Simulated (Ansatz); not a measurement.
CsCl-type TlBr was calculated with LDA (Ansatz, a quantum-chemistry and plane-wave program, PAW).

Settings: plane-wave cutoff 520 eV, 6×6×6 k mesh, scalar-relativistic PAW data made under PBE.

Computed at the level's own relaxed cell.

Elastic tensor (GPa, Voigt notation, ions relaxed):

```
   50.4    25.1    25.1     0.0     0.0     0.0
   25.1    50.4    25.1     0.0     0.0     0.0
   25.1    25.1    50.4     0.0     0.0     0.0
    0.0     0.0     0.0    13.4     0.0     0.0
    0.0     0.0     0.0     0.0    13.4     0.0
    0.0     0.0     0.0     0.0     0.0    13.4
```

Worked from these constants: the tetragonal shear constant is C′ = (C11 − C12)/2 = 12.6 GPa against C44 = 13.4 GPa, so the tetragonal shear is the softer. The Zener ratio C44/C′ is 1.06 (1 for an isotropic solid), and the Cauchy pressure C12 − C44 is 11.7 GPa. With C11 + 2C12 = 100.6 GPa all three Born conditions hold; they don't test modes at the zone boundary.

Spin–orbit coupling is not included; it can shift volumes and moduli of such heavy elements.

The computed numbers hold no vibrational or temperature effects.
